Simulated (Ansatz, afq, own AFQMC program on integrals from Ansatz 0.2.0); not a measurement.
# BO+ (triplet): quantum Monte Carlo beside coupled cluster, cc-pVTZ

Aim: compute BO+ (triplet) with auxiliary-field quantum Monte Carlo on the same integrals as coupled cluster, and set the energies side by side.

Program: Ansatz 0.2.0, Gaussian basis, and an in-house AFQMC program (afq) on its integrals; all values are calculated. Level of theory: cc-pVTZ, frozen cores. These are calculated values, not measurements.

To be run: PBE (unrestricted); r2SCAN (unrestricted); PBE0 (unrestricted); B3LYP (unrestricted); wB97M-V (unrestricted); B2PLYP (unrestricted); CCSD(T) on UHF; CCSDT(Q) on UHF; Phaseless AFQMC, CISD trial on UHF.

## 1. The geometry

The geometry is a PBE0/def2-TZVP stationary point (not a proven minimum) of the parent state, kept for this charge and spin.

2 atoms, charge 1, spin multiplicity 3.

Atoms are counted from 1 here; the program's logs count them from 0.

Bond lengths: B1–O2 1.201 Å.

## 2. PBE (unrestricted)

Contents of in.yaml:

```yaml
crystal:
  periodic: [false, false, false]
  atoms:
    - {symbol: B, position_ang: [0.000000, 0.000000, 0.000000]}
    - {symbol: O, position_ang: [0.000000, 0.000000, 1.200581]}
basis:
  gaussian: {orbitals: cc-pVTZ}
total_charge: 1
magnetization: {spin_polarized: true, initial_magnetization: 2}
hamiltonian: {xc: {name: PBE}}
output: {orbitals: {seedname: orbitals}}
```

The run is started by

```console
ansatz run in.yaml --threads 1 --pin off --events-out ev --progress --plain --max-ram 5632MiB --backend cpu
```

The program printed:

```text
Functional definition: PBE
  name "PBE"
  cite "Perdew, Burke & Ernzerhof, Phys. Rev. Lett. 77, 3865 (1996) doi:10.1103/PhysRevLett.77.3865"
  parent pbe
  parameter kappa = 0.804
  parameter beta = 0.06672455060314922
  exchange = pbe_x(kappa = kappa, mu = beta*pi^2/3)
  correlation = pbe_c(beta = beta)
379 factors; their error is unknown
mean field evaluation 1: about -2694.7735 eV, gradient 5.9e1 eV
mean field evaluation 2: about -2616.0873 eV, gradient 1.3e2 eV
mean field evaluation 4: about -2705.5802 eV, gradient 3.1e0 eV
mean field evaluation 8: about -2705.6040 eV, gradient 8.9e-3 eV
mean field evaluation 16: about -2705.3620 eV, gradient 8.5e0 eV
mean field -2705.60397954 eV, -99.4291123239 hartree, gradient 4.0e-6 eV, S^2 2.002202; 2 other end points of the search recorded, 0 dependent functions left out
reference -2705.60400659 eV, -99.4291133179 hartree; 7, 5 occupied and 53, 55 virtual orbitals, 379 factors
Total energy: -2705.60400659 eV, -99.4291133179 hartree
```

Wall time 0.61 s (1 thread of AMD EPYC 7R13 (Zen 3), shared host); peak memory 1.6 GiB.

From the report: ⟨S²⟩ of the determinant 2.002 (pure triplet: 2.00).

## 3. r2SCAN (unrestricted)

in.yaml, as its differences from that of step 2:

```diff
@@ -9,3 +9,2 @@
 magnetization: {spin_polarized: true, initial_magnetization: 2}
-hamiltonian: {xc: {name: PBE}}
-output: {orbitals: {seedname: orbitals}}
+hamiltonian: {xc: {name: r2SCAN}}
```

The command is unchanged.

The program printed:

```text
Functional definition: r2SCAN
  name "r2SCAN"
  cite "Furness, Kaplan, Ning, Perdew & Sun, J. Phys. Chem. Lett. 11, 8208 (2020) doi:10.1021/acs.jpclett.0c02405"
  cite "Furness, Kaplan, Ning, Perdew & Sun, J. Phys. Chem. Lett. 11, 9248 (2020) doi:10.1021/acs.jpclett.0c03077"
  parent r2scan
  parameter k0 = 0.174
  parameter k1 = 0.065
  parameter a1 = 4.9479
  exchange = r2scan_x(k0 = k0, k1 = k1, a1 = a1)
  correlation = r2scan_c
379 factors; their error is unknown
mean field evaluation 1: about -2698.3988 eV, gradient 5.4e1 eV
mean field evaluation 2: about -2643.1492 eV, gradient 1.1e2 eV
mean field evaluation 4: about -2707.6519 eV, gradient 2.3e0 eV
mean field evaluation 8: about -2707.6599 eV, gradient 1.0e-2 eV
mean field -2707.65994432 eV, -99.5046676358 hartree, gradient 3.6e-5 eV, S^2 2.003937; 0 other end points of the search recorded, 0 dependent functions left out
reference -2707.65995323 eV, -99.5046679634 hartree; 7, 5 occupied and 53, 55 virtual orbitals, 379 factors
Total energy: -2707.65995323 eV, -99.5046679634 hartree
```

Run time: 0.91 s. Hardware: 1 thread of AMD EPYC 7R13 (Zen 3), shared host; peak memory 1.6 GiB.

From the report: ⟨S²⟩ of the determinant 2.004 (pure triplet: 2.00).

## 4. PBE0 (unrestricted)

in.yaml, as its differences from that of step 3:

```diff
@@ -9,2 +9,3 @@
 magnetization: {spin_polarized: true, initial_magnetization: 2}
-hamiltonian: {xc: {name: r2SCAN}}
+hamiltonian: {xc: {name: PBE0}}
+output: {orbitals: {seedname: orbitals}}
```

The command is unchanged.

The program printed:

```text
Functional definition: PBE0
  name "PBE0"
  cite "Adamo & Barone, J. Chem. Phys. 110, 6158 (1999) doi:10.1063/1.478522"
  cite "Perdew, Burke & Ernzerhof, Phys. Rev. Lett. 77, 3865 (1996) doi:10.1103/PhysRevLett.77.3865"
  parent pbe
  parameter a = 0.25
  parameter kappa = 0.804
  parameter beta = 0.06672455060314922
  exchange = (1 - a)*pbe_x(kappa = kappa, mu = beta*pi^2/3) + a*exact_x
  correlation = pbe_c(beta = beta)
379 factors; their error is unknown
mean field evaluation 1: about -2697.5353 eV, gradient 5.1e1 eV
mean field evaluation 2: about -2672.4040 eV, gradient 9.0e1 eV
mean field evaluation 4: about -2705.8400 eV, gradient 1.3e0 eV
mean field evaluation 8: about -2705.8445 eV, gradient 1.6e-2 eV
mean field -2705.84451560 eV, -99.4379518609 hartree, gradient 2.0e-5 eV, S^2 2.002377; 0 other end points of the search recorded, 0 dependent functions left out
reference -2705.84453580 eV, -99.4379526035 hartree; 7, 5 occupied and 53, 55 virtual orbitals, 379 factors
Total energy: -2705.84453580 eV, -99.4379526035 hartree
```

It took 0.46 s on 1 thread of AMD EPYC 7R13 (Zen 3), shared host; peak memory 1.6 GiB.

From the report: ⟨S²⟩ of the determinant 2.002 (pure triplet: 2.00).

## 5. B3LYP (unrestricted)

in.yaml, as its differences from that of step 4:

```diff
@@ -9,3 +9,2 @@
 magnetization: {spin_polarized: true, initial_magnetization: 2}
-hamiltonian: {xc: {name: PBE0}}
-output: {orbitals: {seedname: orbitals}}
+hamiltonian: {xc: {name: B3LYP}}
```

Launched as before.

The program printed:

```text
Functional definition: B3LYP
  name "B3LYP"
  cite "Stephens, Devlin, Chabalowski & Frisch, J. Phys. Chem. 98, 11623 (1994) doi:10.1021/j100096a001"
  cite "Becke, Phys. Rev. A 38, 3098 (1988) doi:10.1103/PhysRevA.38.3098"
  cite "Lee, Yang & Parr, Phys. Rev. B 37, 785 (1988) doi:10.1103/PhysRevB.37.785"
  cite "Vosko, Wilk & Nusair, Can. J. Phys. 58, 1200 (1980) doi:10.1139/p80-159"
  parameter a0 = 0.2
  parameter ax = 0.72
  parameter ac = 0.81
  exchange = (1 - a0 - ax)*slater_x + ax*b88_x + a0*exact_x
  correlation = (1 - ac)*vwn_rpa_c + ac*lyp_c
379 factors; their error is unknown
mean field evaluation 1: about -2699.7800 eV, gradient 5.4e1 eV
mean field evaluation 2: about -2657.3388 eV, gradient 1.1e2 eV
mean field evaluation 4: about -2709.0219 eV, gradient 1.7e0 eV
mean field evaluation 8: about -2709.0292 eV, gradient 1.3e-2 eV
mean field -2709.02918250 eV, -99.5549862110 hartree, gradient 1.3e-5 eV, S^2 2.001667; 0 other end points of the search recorded, 0 dependent functions left out
reference -2709.02933530 eV, -99.5549918261 hartree; 7, 5 occupied and 53, 55 virtual orbitals, 379 factors
Total energy: -2709.02933530 eV, -99.5549918261 hartree
```

Wall time 0.57 s (1 thread of AMD EPYC 7R13 (Zen 3), shared host); peak memory 1.6 GiB.

From the report: ⟨S²⟩ of the determinant 2.002 (pure triplet: 2.00).

## 6. wB97M-V (unrestricted)

in.yaml, as its differences from that of step 5:

```diff
@@ -9,2 +9,3 @@
 magnetization: {spin_polarized: true, initial_magnetization: 2}
-hamiltonian: {xc: {name: B3LYP}}
+hamiltonian: {xc: {name: wB97M-V}}
+output: {orbitals: {seedname: orbitals}}
```

The command is unchanged.

The program printed (excerpt; [...] marks lines left out):

```text
Functional definition: wB97M-V
  name "wB97M-V"
  cite "Mardirossian & Head-Gordon, J. Chem. Phys. 144, 214110 (2016) doi:10.1063/1.4952647"
  cite "Becke, J. Chem. Phys. 107, 8554 (1997) doi:10.1063/1.475007"
  cite "Vydrov & Van Voorhis, J. Chem. Phys. 133, 244103 (2010) doi:10.1063/1.3521275"
  # Of w^i u^j: cxij and so on, Table III.
[...]
  gx(w, u) = 1 - cx + cx01*u + cx10*w
  gss(w, u) = css00 + css04*u^4 + css10*w + css20*w^2 + css43*w^4*u^3
  gos(w, u) = cos00 + cos10*w + (cos20 + cos21*u)*w^2 + (cos60 + cos61*u)*w^6
[...]
      + integral(e_c_pw_mod_opposite_spin*gos(b97_w_opposite, b97_u_opposite)) + vv10(b, c)
379 factors; their error is unknown
66 factors; integrals over basis functions are off by at most 1.5e-4 eV
[...]
mean field -2708.23022420 eV, -99.5256250350 hartree, gradient 7.7e-5 eV, S^2 2.001481; 0 other end points of the search recorded, 0 dependent functions left out
reference -2708.23025061 eV, -99.5256260057 hartree; 7, 5 occupied and 53, 55 virtual orbitals, 379 factors
Total energy: -2708.23025061 eV, -99.5256260057 hartree
```

It took 2.9 s on 1 thread of AMD EPYC 7R13 (Zen 3), shared host; peak memory 1.6 GiB.

From the report: ⟨S²⟩ of the determinant 2.001 (pure triplet: 2.00).

## 7. B2PLYP (unrestricted)

in.yaml, as its differences from that of step 6:

```diff
@@ -9,3 +9,3 @@
 magnetization: {spin_polarized: true, initial_magnetization: 2}
-hamiltonian: {xc: {name: wB97M-V}}
-output: {orbitals: {seedname: orbitals}}
+hamiltonian: {xc: {name: B2PLYP}}
+correlation: {electrons: outside_noble_gas}
```

The command is unchanged.

The program printed (excerpt; [...] marks lines left out):

```text
Functional definition: B2PLYP
  name "B2PLYP"
  cite "Grimme, J. Chem. Phys. 124, 034108 (2006) doi:10.1063/1.2148954"
  cite "Becke, Phys. Rev. A 38, 3098 (1988) doi:10.1103/PhysRevA.38.3098"
  cite "Lee, Yang & Parr, Phys. Rev. B 37, 785 (1988) doi:10.1103/PhysRevB.37.785"
[...]
368 factors; integrals over basis functions are off by at most 1.6e-3 eV
[...]
mean field -2705.22040308 eV, -99.4150161491 hartree, gradient 4.1e-6 eV, S^2 2.002403; 0 other end points of the search recorded, 0 dependent functions left out
2 core orbitals not correlated: weight in the atoms' cores, before any rotation towards them, 1.000 or more for the frozen orbitals, at most 0.000 for the correlated occupied ones
reference -2705.22049922 eV, -99.4150196819 hartree; 5, 3 occupied and 53, 55 virtual orbitals, 368 factors
second order -7.05627122 eV of doubles, -0.00000000 eV of singles
Total energy: -2707.12569244 eV, -99.4850342416 hartree
```

It took 0.6 s on 1 thread of AMD EPYC 7R13 (Zen 3), shared host; peak memory 1.6 GiB.

From the report: ⟨S²⟩ of the determinant 2.002 (pure triplet: 2.00).

## 8. CCSD(T) on UHF

in.yaml, as its differences from that of step 7:

```diff
@@ -9,3 +9,2 @@
 magnetization: {spin_polarized: true, initial_magnetization: 2}
-hamiltonian: {xc: {name: B2PLYP}}
-correlation: {electrons: outside_noble_gas}
+correlation: {method: ccsd_t, electrons: outside_noble_gas, hamiltonian_folder: ham}
```

The run is started by

```console
ansatz run in.yaml --threads 1 --pin off --events-out ev --progress --plain --max-ram 16896MiB --backend cuda --devices 0, --max-vram 18GiB
```

The program printed (excerpt; [...] marks lines left out):

```text
Functional definition: HF
  name "HF"
  cite "Fock, Z. Phys. 61, 126 (1930) doi:10.1007/BF01340294"
  parent pbe
[...]
368 factors; integrals over basis functions are off by at most 1.6e-3 eV
[...]
mean field -2697.27698097 eV, -99.1231007706 hartree, gradient 2.5e-6 eV, S^2 2.004221; 5 other end points of the search recorded, 0 dependent functions left out
determinant -2697.27698097 eV, -99.1231007706 hartree, with singles and doubles -2703.51618509 eV, -99.3523872931 hartree
determinant -2695.25842878 eV, -99.0489203461 hartree, with singles and doubles -2701.72757730 eV, -99.2866571689 hartree
2 core orbitals not correlated: weight in the atoms' cores, before any rotation towards them, 1.000 or more for the frozen orbitals, at most 0.000 for the correlated occupied ones
reference -2697.27698097 eV, -99.1231007706 hartree; 5, 3 occupied and 53, 55 virtual orbitals, 368 factors
second order -5.82666814 eV of doubles, -0.00000000 eV of singles
cycle   1  -6.21498302 eV  change   -6.7e-1 eV  update   2.0e-2
[...]
cycle   9  -6.24467841 eV  change    4.0e-6 eV  update   8.0e-6
perturbative correction -0.21178050 eV, -0.0077827900 hartree
Total energy: -2703.73343989 eV, -99.3603712595 hartree
```

It took 8 s on 1 × NVIDIA H100 80GB HBM3 with 1 thread of AMD EPYC 7R13 (Zen 3), shared host; peak host memory 1.6 GiB.

From the report: ⟨S²⟩ of the determinant 2.004 (pure triplet: 2.00); correlation -6.4565 eV; T1 0.018; largest double amplitude 0.05.

This run also writes the integrals to the folder ham.

## 9. CCSDT(Q) on UHF

in.yaml, as its differences from that of step 8:

```diff
@@ -9,2 +9,2 @@
 magnetization: {spin_polarized: true, initial_magnetization: 2}
-correlation: {method: ccsd_t, electrons: outside_noble_gas, hamiltonian_folder: ham}
+correlation: {method: ccsdt_q, electrons: outside_noble_gas}
```

Same command.

The program printed (excerpt; [...] marks lines left out):

```text
Functional definition: HF
  name "HF"
  cite "Fock, Z. Phys. 61, 126 (1930) doi:10.1007/BF01340294"
  parent pbe
[...]
704 factors; integrals over basis functions are off by at most 1.7e-7 eV
[...]
mean field -2697.27700275 eV, -99.1231015711 hartree, gradient 3.7e-6 eV, S^2 2.004221; 5 other end points of the search recorded, 0 dependent functions left out
determinant -2697.27700275 eV, -99.1231015711 hartree, with singles and doubles -2703.51621438 eV, -99.3523883692 hartree
determinant -2695.25845210 eV, -99.0489212028 hartree, with singles and doubles -2701.72760760 eV, -99.2866582826 hartree
2 core orbitals not correlated: weight in the atoms' cores, before any rotation towards them, 1.000 or more for the frozen orbitals, at most 0.000 for the correlated occupied ones
reference -2697.27700275 eV, -99.1231015711 hartree; 5, 3 occupied and 53, 55 virtual orbitals, 704 factors
second order -5.82667634 eV of doubles, -0.00000000 eV of singles
cycle   1  -6.04726794 eV  change   -2.2e-1 eV  update   6.3e-2
[...]
cycle  17  -6.47538143 eV  change   -1.8e-8 eV  update   5.5e-7
perturbative correction -0.00815235 eV, -0.0002995932 hartree
Total energy: -2703.76053653 eV, -99.3613670427 hartree
```

It took 12 s on 1 × NVIDIA H100 80GB HBM3 with 1 thread of AMD EPYC 7R13 (Zen 3), shared host; peak host memory 1.6 GiB.

From the report: ⟨S²⟩ of the determinant 2.004 (pure triplet: 2.00); correlation -6.4835 eV; T1 0.019; largest double amplitude 0.06.

## 10. Phaseless AFQMC, CISD trial on UHF

It reads the integrals that the CCSD(T) run on this determinant wrote.

The run is started by

```console
afq ham --method phaseless --trial cisd --walkers 2800 --populations 20 --least-time 60 --time-step 0.005 --steps-per-block 50 --equilibration-blocks 28 --max-blocks 4000 --target-error 0.00017 --factor-cut 1e-05 --start spin_pure --seed 2466 --release-times 0.24,0.51,0.99,1.62,2.4 --release-step 0.03 --release-every 3 --taylor-order 6
```

The program printed:

```text
orbitals 58  electrons 5 3  factors 368 of 368
reference energy -99.12310077 Eh
CCSD correlation -0.22948773 Eh in 13 cycles, weight of the determinant in the CISD state 0.9351
energy of the start -99.352505 Eh
 block  time / (1/Eh)  mean weight  energy / Eh
     1     0.250  1.0000  -99.353956
     2     0.500  0.9994  -99.356684
     3     0.750  0.9994  -99.358232
     4     1.000  1.0000  -99.359381
     5     1.250  0.9996  -99.359430
     6     1.500  1.0003  -99.359819
     7     1.750  0.9999  -99.359812
     8     2.000  1.0003  -99.360385
     9     2.250  1.0000  -99.359728
    10     2.500  1.0003  -99.360145
    11     2.750  0.9998  -99.360074
    13     3.250  0.9999  -99.360803
    15     3.750  1.0001  -99.361409
    17     4.250  0.9998  -99.361943
    19     4.750  0.9998  -99.361132
    21     5.250  0.9997  -99.361073
    23     5.750  0.9996  -99.360548
    25     6.250  0.9996  -99.361307
    27     6.750  1.0003  -99.362415
    29     7.250  0.9999  -99.360463
    31     7.750  1.0002  -99.360570
    33     8.250  1.0000  -99.361619
    35     8.750  0.9997  -99.360524
    37     9.250  0.9998  -99.361175
    39     9.750  1.0010  -99.359710
    41    10.250  1.0002  -99.360264
    43    10.750  1.0000  -99.360222
    45    11.250  1.0005  -99.359418
    47    11.750  1.0003  -99.361256
    49    12.250  1.0000  -99.361528
    51    12.750  0.9999  -99.360263
    53    13.250  1.0000  -99.359995
    55    13.750  0.9994  -99.360758
    57    14.250  0.9997  -99.360427
    59    14.750  1.0000  -99.361089
    61    15.250  1.0000  -99.355123
    63    15.750  1.0004  -99.360611
    65    16.250  1.0000  -99.360492
    67    16.750  1.0000  -99.360514
    69    17.250  0.9999  -99.360422
    71    17.750  0.9998  -99.360670
    73    18.250  1.0000  -99.360630
    75    18.750  1.0000  -99.360791
    77    19.250  0.9997  -99.361906
    79    19.750  0.9991  -99.360846
    81    20.250  1.0001  -99.360254
    83    20.750  0.9997  -99.360451
    85    21.250  0.9995  -99.359791
    87    21.750  1.0006  -99.359931
error from the spread of 20 populations
released: time / (1/Eh)  energy / Eh  error  mean overlap
  0.24  -99.361026  0.000090  0.9984
  0.51  -99.361113  0.000094  0.9940
  0.99  -99.360678  0.000499  0.9928
  1.62  -99.361204  0.000167  0.9902
  2.40  -99.361195  0.000194  0.9853
energy -99.360541 +/- 0.000153 Eh
```

It took 2.3 min on 1 × NVIDIA H100 80GB HBM3 with 2 threads of AMD EPYC 7R13 (Zen 3), shared host; peak host memory 1.6 GiB.

Energy -2703.7381 ± 0.0041 eV. Caveats: constraint bias not in the error.

## 11. All levels side by side

On the UHF determinant, counted from CCSDT(Q) (a yardstick, not exact):

```
                                                level  energy (eV)  from CCSDT(Q) (meV)  statistical error (meV)     time
                                                   HF   -2697.2770              +6483.6                                  
                                                  MP2   -2703.1036               +656.9                                  
                                                 CCSD   -2703.5217               +238.9                                  
                                              CCSD(T)   -2703.7334                +27.1                                  
                                             CCSDT(Q)   -2703.7605                  0.0                                  
Phaseless AFQMC, CISD trial, step 0.005, 2800 walkers   -2703.7381                +22.5                      4.1  2.3 min
```

The functionals' totals stand on their own zeros and serve differences with other points: PBE -2705.604 eV; r2SCAN -2707.660 eV; PBE0 -2705.845 eV; B3LYP -2709.029 eV; wB97M-V -2708.230 eV; B2PLYP -2707.126 eV.

## 12. Summary of results

| quantity | value |
| --- | --- |
| CCSD(T) on UHF from CCSDT(Q) | +27.1 meV |
| Phaseless AFQMC, CISD trial on UHF from CCSDT(Q) | +22.5 ± 4.1 meV |

**Reading.** On UHF the phaseless walk with the CISD trial lies +22.5 meV from CCSDT(Q), 5 times its error bar. Error bars are statistical and leave out the constraint, the time step and what remains of the start.
